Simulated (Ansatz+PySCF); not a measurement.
The numbers below are computed, except where a source is named.
## Several solutions for doublet H2O(-)

```xyz
3

O     0.0000    0.0000   -0.1197
H     0.0000    0.7542    0.4787
H     0.0000   -0.7542    0.4787
```

Basis set: aug-cc-pVDZ (spherical functions). Charge -1, multiplicity 2.

CASSCF(3,3) was run from several starts with Ansatz (development build ahead of 0.2.0) and PySCF 2.14.0. The starts are those of the Hartree–Fock orbitals from which the active space was taken at the frontier.

```
run  program                        start  converged  energy (hartree)  <S²>
  A    PySCF             program defaults        yes         -76.00627  0.75
  B   Ansatz  search for the lowest state        yes         -76.02663  0.75
  C   Ansatz      stability test followed        yes         -76.02663  0.75
  D   Ansatz      atomic start, no search        yes         -76.02663  0.75
```

Problem. Which runs reached the lowest solution of this kind, and what is wrong with the others?

Solution. B, C, D reached the lowest solution found. Converged but too high: A by 0.55 eV. Convergence only shows a stationary point; in CASSCF the end hangs on which orbitals enter the active space. Caution: other starts end on other solutions of this active space.
